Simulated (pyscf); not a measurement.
Optimised with ωB97X-D3(BJ)/def2-SVP in PySCF. MP2 and CC: frozen core, UHF for open shells. ΔMP2 is the change of the MP2 total energy from the triple- to the quadruple-zeta basis.

### Question
What are the homolytic bond dissociation enthalpies (298 K) of `[F][InH][F]` at CCSD(T)/def2-TZVPP + ΔMP2(QZVPP), weakest first?

### Answer
H–In to [F–In–F]• + H•: 70.4 kcal/mol; F–In to F• + [F–InH]•: 112.3 kcal/mol. Ring and multiple bonds, and those that leave no two simple radicals, are not listed. The radicals are drawn with the spin at the cut bond; how far it spreads was not checked. The CCSD(T) − MP2 part came from Ansatz, without density fitting, on the same reference. The frozen core leaves the outer d or s,p core shells of the metals and heavy elements correlated in the MP2 and CC values, and def2-TZVPP describes them poorly, which can shift differences by a few kcal/mol. Left out: the spin-orbit lowering of F. Elements past Kr carry the def2 core potentials, without spin-orbit coupling.
